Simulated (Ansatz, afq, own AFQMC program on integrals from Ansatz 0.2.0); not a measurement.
Two steps: Ansatz 0.2.0 writes the Fock matrix and Cholesky factors of the valence space, and afq projects on them the lowest state that overlaps trial and start.

```yaml
crystal:
  periodic: [false, false, false]
  atoms:
    - {symbol: Si, position_ang: [0.000000, 0.000000, 1.481442]}
    - {symbol: C, position_ang: [0.000000, 0.000000, -0.201009]}
    - {symbol: H, position_ang: [0.000000, 0.000000, -1.280432]}
basis:
  gaussian: {orbitals: 6-31G}
total_charge: 1
magnetization: {spin_polarized: false}
correlation: {method: ccsd_t, electrons: outside_noble_gas, hamiltonian_folder: ham}
```

```sh
$ ansatz run in.yaml --threads 1 --pin off --events-out ev --progress --plain --max-ram 1843MiB
```

afq runs on the folder ham with

```
--method phaseless --trial cisd --walkers 200 --populations 1 --least-time 40 --time-step 0.005 --steps-per-block 50 --equilibration-blocks 28 --max-blocks 300 --target-error 0.00034 --factor-cut 1e-05 --seed 511 --release-times 0.24,0.51,0.99,1.62,2.4 --release-step 0.03 --release-every 4 --taylor-order 6
```

Times are imaginary, in 1/Eh. The walk had a cap of 311 s.

afq prints:

```
orbitals 18  electrons 4 4  factors 109 of 299
reference energy -326.85058345 Eh
CCSD correlation -0.12271261 Eh in 15 cycles, weight of the determinant in the CISD state 0.8667
energy of the start -326.973296 Eh
 block  time / (1/Eh)  mean weight  energy / Eh
     1     0.250  0.9999  -326.972223
     2     0.500  1.0003  -326.972217
     3     0.750  0.9992  -326.973457
     4     1.000  1.0000  -326.973564
     5     1.250  1.0001  -326.973731
     9     2.250  0.9998  -326.975853
    33     8.250  1.0007  -326.978385
    65    16.250  0.9999  -326.977856
    97    24.250  1.0003  -326.983637
   129    32.250  1.0003  -326.975756
   161    40.250  0.9995  -326.973694
   193    48.250  1.0015  -326.977333
   217    54.250  0.9982  -326.995263
   225    56.250  1.0003  -326.978043
   241    60.250  1.0013  -326.972009
   257    64.250  1.0004  -326.984387
   289    72.250  0.9996  -326.977602
   321    80.250  1.0009  -326.980339
blocks merged  error / Eh  count
     1  0.000191  300
     2  0.000232  150
     4  0.000285  75
     8  0.000340  37
    16  0.000437  18
    32  0.000523  9
released: time / (1/Eh)  energy / Eh  error  mean overlap
  0.24  -326.980573  0.000506  0.9974
  0.51  -326.980394  0.000432  0.9986
  0.99  -326.980514  0.000433  0.9962
  1.62  -326.980462  0.000398  1.0012
  2.40  -326.980567  0.000577  0.9983
energy -326.979740 +/- 0.000437 Eh
(rows thinned)
```

The run failed at least one of its tests; the cautions name the faults.

Against this walk (error 11.9 meV) on the same determinant: CCSD(T) 60.4 meV higher, CCSDT(Q) 110.5 meV lower, CCSDTQ 105.5 meV lower, full CI 108.2 meV lower. The error is statistical and leaves out the bias of the constraint. Released to 2.40 1/Eh the energy moves by -22 ± 20 meV (both errors), within twice the noise. Full CI is exact here, so the walk's 108 meV above it is the walk's own error: the bias of the constraint with this trial, or a walk that hasn't relaxed. The determinant is a poor start (see the cautions), so the low cluster orders aren't to be relied on, and full CI is the sure value.

Cautions: constraint bias not in the error; error not settled; error above the target (11.9 against 9.3 meV); higher spins were not checked; restricted determinant unstable towards unrestricted (UHF 1.14 eV lower, ⟨S²⟩ 1.00); strong correlation (T1 0.020, weight of the determinant 0.87, largest double 0.18); the CCSDT(Q) amplitudes may be one of several solutions (largest double 0.77); the CCSDTQ amplitudes may be one of several solutions (largest double 0.89); the determinant fills πx and πy unequally, so it mixes two states of the linear molecule, and each level undoes that mixture to a different degree, while full CI gives the lower state, and by Hund's rule a triplet of that filling probably lies lower still; CCSDTQ on the UHF determinant differs (1.18 eV lower), perhaps since the unrestricted series falls towards higher spin.

The walk took 55 s on 1 thread of AMD EPYC 9R45 96-Core Processor (Zen 5), on a shared host. The log's last line is the phaseless energy.

CCSDT and higher add their correlation energy to the determinant of the CCSD(T) run, since their own runs factorise the integrals more tightly (a shift of under 2 meV).
